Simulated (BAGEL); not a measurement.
# PBE0/6-31G(d) (density fitting with qzvpp-jkfit, spherical functions) run of C2H3Cl2F (SMILES CC(F)(Cl)Cl)

What is the energy change on altering one bond length of C2H3Cl2F at PBE0/6-31G* (density fitting with qzvpp-jkfit, spherical functions)? 

Program for the calculation: BAGEL 1.2.2.

4 further runs of the same task are left out: 1 that didn't finish, 3 set aside as unsound or not needed.

## Step 1: The system as given

C2H3Cl2F: 8 atoms, total charge 0, spin state singlet. SMILES: `CC(F)(Cl)Cl`. The shape is that of a PBE0-D4/def2-TZVP optimisation.

Bond lengths: C1–C2 1.502 Å, C2–F3 1.348 Å, C2–Cl4 1.776 Å, C2–Cl5 1.776 Å, C1–H6 1.091 Å, C1–H7 1.091 Å, C1–H8 1.088 Å. Some angles: C1–C2–F3 110.1°, C1–C2–Cl4 111.1°, C1–C2–Cl5 111.1°, F3–C2–Cl4 107.6°, F3–C2–Cl5 107.6°, Cl4–C2–Cl5 109.3°, C2–C1–H6 108.9°, C2–C1–H7 108.9°, C2–C1–H8 110.1°, H6–C1–H7 109.8°.

## Step 2: A single-point energy at PBE0/6-31G(d) (density fitting with qzvpp-jkfit, spherical functions)

File input.json:

```json
{ "bagel": [

{
  "title": "molecule",
  "basis": "6-31gs.json",
  "df_basis": "qzvpp-jkfit",
  "angstrom": "true",
  "geometry": [
    { "atom": "C", "xyz": [      -0.133500,      -0.505900,       0.646300 ] },
    { "atom": "C", "xyz": [       0.199400,       0.391300,      -0.511300 ] },
    { "atom": "F", "xyz": [       1.523600,       0.643200,      -0.537400 ] },
    { "atom": "Cl", "xyz": [      -0.232400,      -0.372700,      -2.055900 ] },
    { "atom": "Cl", "xyz": [      -0.641100,       1.950200,      -0.373000 ] },
    { "atom": "H", "xyz": [       0.163400,      -0.011800,       1.572000 ] },
    { "atom": "H", "xyz": [       0.414900,      -1.442000,       0.535900 ] },
    { "atom": "H", "xyz": [      -1.202100,      -0.709300,       0.667600 ] }
  ]
},

{ "title": "ks", "xc_func": "pbe0" },

{ "title": "print", "file": "orbitals.molden", "orbitals": "true" }

]}
```

The basis set 6-31G* is read from a file made from the Basis Set Exchange's data (not shown).

Started as:

```sh
$ BAGEL_NUM_THREADS=1 BAGEL input.json > input.out
```

Standard output:

```text
* using 1 threads per process

  ===============================================================
  ===============================================================

  *** Geometry ***

  { "atom" : "C", "xyz" : [     -0.252278,     -0.956012,      1.221330 ] },
  { "atom" : "C", "xyz" : [      0.376811,      0.739450,     -0.966217 ] },
  { "atom" : "F", "xyz" : [      2.879187,      1.215472,     -1.015539 ] },
  { "atom" : "Cl", "xyz" : [     -0.439172,     -0.704301,     -3.885088 ] },
  { "atom" : "Cl", "xyz" : [     -1.211503,      3.685344,     -0.704868 ] },
  { "atom" : "H", "xyz" : [      0.308781,     -0.022299,      2.970649 ] },
  { "atom" : "H", "xyz" : [      0.784047,     -2.724985,      1.012704 ] },
  { "atom" : "H", "xyz" : [     -2.271640,     -1.340383,      1.261581 ] },

  Number of auxiliary basis functions:      537

  Since a DF basis is specified, we compute 2- and 3-index integrals:
    o Being stored without compression. Storage requirement is 0.030 GB

  Number of basis functions:       84
  Number of electrons      :       58

    * METHOD: MOLECULE                             0.30

  *** Kohn-Sham DFT ***

    * Removing 16515 points whose weight is below 1.00e-10
    * Grid points: 102733

  === Nuclear Repulsion ===
   300.0052248118

       - DIIS with orbital gradients will be used.

  === KS iteration (pbe0 / 6-31gs.json) ===
      0      -1061.10165226          0.13979503           0.43
      1       -999.65682475          0.17784096           0.41
      2      -1058.61631904          0.16157495           0.41
      3      -1085.65247436          0.08385301           0.41
      4      -1096.81372794          0.03836948           0.41
      5      -1097.24576336          0.03046265           0.41
      6      -1097.67290373          0.00935159           0.41
      7      -1097.70698906          0.00572156           0.41
      8      -1097.72351995          0.00186687           0.41
      9      -1097.72506953          0.00047943           0.42
     10      -1097.72518732          0.00012603           0.41
     11      -1097.72520271          0.00003487           0.42
     12      -1097.72520343          0.00000771           0.42
     13      -1097.72520346          0.00000270           0.40
     14      -1097.72520347          0.00000124           0.41
     15      -1097.72520347          0.00000021           0.41
     16      -1097.72520347          0.00000008           0.41
     17      -1097.72520347          0.00000003           0.41
     18      -1097.72520347          0.00000001           0.41
     19      -1097.72520347          0.00000000           0.41
    * SCF iteration converged.

    * Permanent dipole moment:
           (    0.148095,     0.489851,    -0.640299) a.u.

    * METHOD: KS                                   8.73

    * METHOD: PRINT                                0.01

  ===============================================================
```

Run time: 9.3 s. Hardware: 1 thread of Arm Neoverse V2, shared host; peak memory 0.45 GiB.

## Step 3: The distorted shape at the same level

File dft.json:

```json
{ "bagel" : [

{
  "title" : "molecule",
  "basis" : "6-31gs.json",
  "df_basis" : "qzvpp-jkfit",
  "angstrom" : true,
  "geometry" : [
    { "atom" : "C", "xyz" : [       0.875116,      -2.376610,       0.480337 ] },
    { "atom" : "C", "xyz" : [       1.208016,      -1.479410,      -0.677263 ] },
    { "atom" : "F", "xyz" : [       2.532216,      -1.227510,      -0.703363 ] },
    { "atom" : "Cl", "xyz" : [       0.776216,      -2.243410,      -2.221863 ] },
    { "atom" : "Cl", "xyz" : [      -0.641100,       1.950200,      -0.373000 ] },
    { "atom" : "H", "xyz" : [       1.172016,      -1.882510,       1.406037 ] },
    { "atom" : "H", "xyz" : [       1.423516,      -3.312710,       0.369937 ] },
    { "atom" : "H", "xyz" : [      -0.193484,      -2.580010,       0.501637 ] }
  ]
},

{
  "title" : "ks",
  "xc_func" : "pbe0"
},

{
  "title" : "print",
  "file" : "orbitals.molden",
  "orbitals" : true
}

]}
```

The basis set 6-31G* is read from a file made from the Basis Set Exchange's data (not shown).

Started as:

```sh
$ BAGEL_NUM_THREADS=1 BAGEL dft.json > dft.out
```

Standard output:

```text
* using 1 threads per process

  ===============================================================
  ===============================================================

  *** Geometry ***

  { "atom" : "C", "xyz" : [      1.653730,     -4.491142,      0.907705 ] },
  { "atom" : "C", "xyz" : [      2.282819,     -2.795680,     -1.279842 ] },
  { "atom" : "F", "xyz" : [      4.785195,     -2.319658,     -1.329163 ] },
  { "atom" : "Cl", "xyz" : [      1.466836,     -4.239430,     -4.198713 ] },
  { "atom" : "Cl", "xyz" : [     -1.211503,      3.685344,     -0.704868 ] },
  { "atom" : "H", "xyz" : [      2.214789,     -3.557428,      2.657025 ] },
  { "atom" : "H", "xyz" : [      2.690055,     -6.260115,      0.699080 ] },
  { "atom" : "H", "xyz" : [     -0.365632,     -4.875512,      0.947957 ] },

  Number of auxiliary basis functions:      537

  Since a DF basis is specified, we compute 2- and 3-index integrals:
    o Being stored without compression. Storage requirement is 0.030 GB

  Number of basis functions:       84
  Number of electrons      :       58

    * METHOD: MOLECULE                             0.28

  *** Kohn-Sham DFT ***

    * Removing 14415 points whose weight is below 1.00e-10
    * Grid points: 104833

  === Nuclear Repulsion ===
   236.9986399485

       - DIIS with orbital gradients will be used.

  === KS iteration (pbe0 / 6-31gs.json) ===
      0      -1040.91739593          0.13364058           0.44
      1       -985.48671741          0.11885571           0.42
      2       -828.53679257          0.17066804           0.43
      3      -1070.77937346          0.10883061           0.43
      4      -1075.43982405          0.08662435           0.42
      5      -1083.83433167          0.08589095           0.43
      6      -1075.71747957          0.08472144           0.42
      7       -968.12901018          0.09072519           0.43
      8      -1072.46866658          0.09975234           0.43
      9      -1074.74701575          0.08492559           0.43
     10      -1073.67670918          0.08987582           0.42
     11      -1073.86135157          0.08856333           0.42
     12      -1073.55196715          0.09101326           0.42
     13       -966.39883531          0.09216556           0.43
     14      -1075.51375778          0.08098953           0.43
     15      -1075.32094737          0.08183265           0.43
     16      -1073.06311263          0.09325265           0.42
     17      -1074.44486235          0.08491757           0.45
     18      -1074.29762029          0.08660166           0.41
     19       -968.29544956          0.12132169           0.42
     20      -1096.35112131          0.03919326           0.43
     21      -1097.20786064          0.02833305           0.42
     22      -1096.94073509          0.01704681           0.42
     23      -1097.44176161          0.00949877           0.42
     24      -1097.51228582          0.00536547           0.41
     25      -1097.56180766          0.00198688           0.42
     26      -1097.56697831          0.00086417           0.42
     27      -1097.56089502          0.00243383           0.43
     28      -1097.56557908          0.00132209           0.41
     29      -1097.56521542          0.00147237           0.43
     30      -1097.56759273          0.00024183           0.42
     31      -1097.56766414          0.00001635           0.44
     32      -1097.56766643          0.00000997           0.45
     33      -1097.56766884          0.00000718           0.43
     34      -1097.56766925          0.00001500           0.42
     35      -1097.56766974          0.00000244           0.42
     36      -1097.56766973          0.00000299           0.42
     37      -1097.56766974          0.00000065           0.43
     38      -1097.56766974          0.00000032           0.42
     39      -1097.56766974          0.00000029           0.42
     40      -1097.56766974          0.00000011           0.43
     41      -1097.56766974          0.00000009           0.41
     42      -1097.56766974          0.00000007           0.42
     43      -1097.56766974          0.00000005           0.42
     44      -1097.56766974          0.00000003           0.42
     45      -1097.56766974          0.00000005           0.42
     46      -1097.56766974          0.00000002           0.42
     47      -1097.56766974          0.00000001           0.42
    * SCF iteration converged.

    * Permanent dipole moment:
           (   -1.069277,     3.001945,    -0.277540) a.u.

    * METHOD: KS                                  20.86

    * METHOD: PRINT                                0.01

  ===============================================================
```

Wall time 21 s (1 thread of Arm Neoverse V2, shared host); peak memory 0.45 GiB.

## Step 4: Outcome

At PBE0/6-31G* (density fitting with qzvpp-jkfit, spherical functions):

```
                                                          quantity           value
                                         first shape: total energy  -1097.72520 Eh
                                        first shape: dipole moment          2.08 D
                                          first shape: HOMO energy        -8.80 eV
                                          first shape: LUMO energy        -0.09 eV
                                        first shape: HOMO–LUMO gap         8.71 eV
                                     distorted shape: total energy  -1097.56767 Eh
                                    distorted shape: dipole moment          8.13 D
                                      distorted shape: HOMO energy        -7.17 eV
                                      distorted shape: LUMO energy        -5.80 eV
                                    distorted shape: HOMO–LUMO gap         1.37 eV
energy change with the C2–Cl5 bond stretched from 1.776 to 3.908 Å        4.287 eV
```

One bond (distorted shape) is far stretched, which a spin-restricted single reference describes badly; a broken-symmetry solution may lie lower. With the C2–Cl5 bond stretched from 1.776 to 3.908 Å the energy rises by 4.29 eV (414 kJ/mol). The first shape isn't relaxed at this level, so the change isn't measured from a minimum. A restricted reference can't describe the breaking bond well at this length.
